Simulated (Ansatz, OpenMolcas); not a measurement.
## The same job for OpenMolcas

Ansatz 0.2.0 runs this on BH2Cl (SMILES BCl):

in.yaml:
```yaml
crystal:
  periodic: [false, false, false]
  atoms:
    - {symbol: B, position_ang: [-0.116700, 0.021700, -0.075300]}
    - {symbol: Cl, position_ang: [1.365000, -0.395300, 0.721200]}
    - {symbol: H, position_ang: [-1.106200, -0.559500, 0.240400]}
    - {symbol: H, position_ang: [-0.086600, 0.872800, -0.906600]}
basis:
  gaussian:
    orbitals: STO-3G
hamiltonian:
  xc: pbe
accuracy: high
```

```bash
$ ansatz run in.yaml --threads 1 --pin off --max-ram 2610MiB --events-out events.jsonl --progress --plain --runs-dir runs
```

Geometry: relaxed at PBE0-D4/def2-TZVP.

It gives a total energy of -480.682952 Eh.

Q: How is this level of theory, on these atoms, set up in OpenMolcas 26.06 as an input file of the program's own?

A: For example:

mol.inp:
```
* BClH2 Kohn-Sham DFT
>>> EXPORT MOLCAS_PRINT=2

&gateway
 baslib=$CurrDir
 coord
 4
 bohr
 B     -0.22053104     0.04100706    -0.14229638
 Cl     2.57947616    -0.74700874     1.36287048
 H     -2.09041504    -1.05730177     0.45429016
 H     -0.16365028     1.64935296    -1.71322570
 basis=STO-3G
 group=NoSym

&seward
 gridinput
 Grid=UltraFine
 End of Grid

&scf
 ksdft=PBE
 thresholds=1e-10 1e-07 1e-07 1e-05
 prorbitals=1 1
```

```bash
$ export MOLCAS_MEM=1860
$ pymolcas mol.inp > mol.log
```

(Basis files named in the input come from the Basis Set Exchange and aren't shown.)

Its energy is -480.682952 Eh, 0.000 mEh from the first.
